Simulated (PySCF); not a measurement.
**Variants of one PySCF input: MgO**

Base input, run as `python input.py` with PySCF 2.14:

```python
from pyscf import gto, scf, cc

mol = gto.M(
    atom='Mg 0 0 0; O 0 0 1.818',
    basis='jorge-dzp-dkh',
    charge=0,
    spin=0,
    verbose=3,
)
mf = scf.RHF(mol)
mf = mf.sfx2c1e()
mf.kernel()
mycc = cc.CCSD(mf, frozen=2)
mycc.kernel()
e = mycc.ipccsd(nroots=3)[0]
print('roots (eV) =', (e*27.211386).round(3))
mf.dip_moment()
print('orbital energies (hartree):', mf.mo_energy[..., max(0, mol.nelec[1]-3):mol.nelec[0]+3].round(4))
```

Base result: E(SCF) = -274.710986 Eh, E(CCSD) − E(SCF) = -0.31232 Eh, μz(SCF) = -8.27 D, ionisation roots 8.003, 8.003, 8.769 eV. At this level a UHF run with spin=2 ends 2.66 eV lower; the true order of the states can differ. Stability towards an unrestricted solution was not tested. The bond length is a typed value, not an optimised one.

Wall time 2 s on one thread of a shared host.

Each row names what differs from the base; energies in brackets are changes from the base.

| change | result |
| --- | --- |
| Cartesian functions: off → on | E(SCF) = -274.711451 Eh (-0.0126 eV), E(CCSD) − E(SCF) = -0.31399 Eh, μz(SCF) = -8.25 D, ionisation roots 7.987, 7.987, 8.766 eV |
| initial guess: minao → sap | E(SCF) = -274.710986 Eh (+0.0000 eV), E(CCSD) − E(SCF) = -0.31232 Eh, μz(SCF) = -8.27 D, ionisation roots 8.003, 8.003, 8.769 eV |
| basis set: jorge-dzp-dkh → lanl2dz; core potential: off → on; spin-free X2C: on → off; frozen orbitals: 2 → 1 | E(SCF) = -75.516579 Eh, E(CCSD) − E(SCF) = -0.19316 Eh, μz(SCF) = -7.68 D, ionisation roots 8.029, 8.029, 8.626 eV |
| charge: 0 → -1; spin (2S): 0 → 1; SCF type: RHF → UHF [another spin of the ion may lie lower] [no diffuse functions for the anion] | E(SCF) = -274.775045 Eh (-1.7431 eV), E(CCSD) − E(SCF) = -0.29848 Eh, ⟨S²⟩ = 0.808, ionisation roots 1.576, 1.580, 1.580 eV |
| step after the SCF: eomip → mp2 | E(SCF) = -274.710986 Eh (+0.0000 eV), E(MP2) − E(SCF) = -0.32127 Eh, μz(SCF) = -8.27 D |
| density fitting: none → auto | E(SCF) = -274.710978 Eh (+0.0002 eV), E(CCSD) − E(SCF) = -0.31231 Eh, μz(SCF) = -8.27 D, ionisation roots 8.003, 8.003, 8.769 eV |
| basis set: jorge-dzp-dkh → aug-cc-pvdz; spin-free X2C: on → off | E(SCF) = -274.354839 Eh, E(CCSD) − E(SCF) = -0.27760 Eh, μz(SCF) = -8.67 D, ionisation roots 8.057, 8.057, 8.775 eV |
| PCM solvent, dielectric constant: none → 4.71; step after the SCF: eomip → analyze | E(SCF) = -274.783344 Eh (-1.9690 eV), μz(SCF) = -13.54 D |
| frozen orbitals: 2 → 20 [unsound on purpose] | stops with AssertionError after the SCF |
| geometry: bond 1.818 → bond 0.3 [unsound on purpose] | E(SCF) = -234.098051 Eh, E(CCSD) − E(SCF) = -0.25160 Eh, μz(SCF) = 0.49 D, ionisation roots 10.760, 11.510, 11.510 eV |
| functional: none (Hartree–Fock) → m11; SCF type: RHF → RKS; step after the SCF: eomip → analyze | stops with KeyError ("LibXCFunctional: name 'M11' not found.") |
| step after the SCF: eomip → ccsd(t); frozen orbitals: 2 → 0 | E(SCF) = -274.710986 Eh (+0.0000 eV), E(CCSD) − E(SCF) = -0.34146 Eh, (T) = -0.01717 Eh, μz(SCF) = -8.27 D |
| geometry: bond 1.818 → bond 5.454 [stretched restricted solution, likely unstable] | E(SCF) = -274.643703 Eh (+1.8309 eV), E(CCSD) − E(SCF) = -0.23958 Eh, μz(SCF) = 0.06 D, ionisation roots 6.585, 6.618, 7.480 eV |
| level shift (hartree): none → 5 [unsound on purpose] [may be another electronic state] | not converged: SCF |
| electric field along z (a.u.): none → 0.005 | E(SCF) = -274.696088 Eh (+0.4054 eV), E(CCSD) − E(SCF) = -0.31707 Eh, μz(SCF) = -6.86 D, ionisation roots 8.004, 8.004, 8.828 eV |
| PCM solvent, dielectric constant: none → 32.6; step after the SCF: eomip → analyze | E(SCF) = -274.807844 Eh (-2.6356 eV), μz(SCF) = -14.22 D |
| functional: none (Hartree–Fock) → pbe; SCF type: RHF → RKS; step after the SCF: eomip → analyze | E(SCF) = -275.401483 Eh, μz(SCF) = -6.82 D |
| spin (2S): 0 → 2; SCF type: RHF → UHF [a high spin state] | E(SCF) = -274.808825 Eh (-2.6623 eV), E(CCSD) − E(SCF) = -0.22115 Eh, ⟨S²⟩ = 2.008, μz(SCF) = -3.37 D, ionisation roots 7.650, 9.929, 10.613 eV |
| charge: 0 → 1; spin (2S): 0 → 1; SCF type: RHF → UHF [another spin of the ion may lie lower] | E(SCF) = -274.526802 Eh (+5.0119 eV), E(CCSD) − E(SCF) = -0.22348 Eh, ⟨S²⟩ = 0.775, ionisation roots 15.860, 16.614, 16.707 eV |

Question: Order these changes by how far they move the SCF energy from the base, largest first: (1) PCM solvent, dielectric constant: none → 32.6; step after the SCF: eomip → analyze; (2) PCM solvent, dielectric constant: none → 4.71; step after the SCF: eomip → analyze; (3) electric field along z (a.u.): none → 0.005; (4) geometry: bond 1.818 → bond 5.454.

Answer: (1) -2.6356 eV, (2) -1.9690 eV, (4) +1.8309 eV, (3) +0.4054 eV.
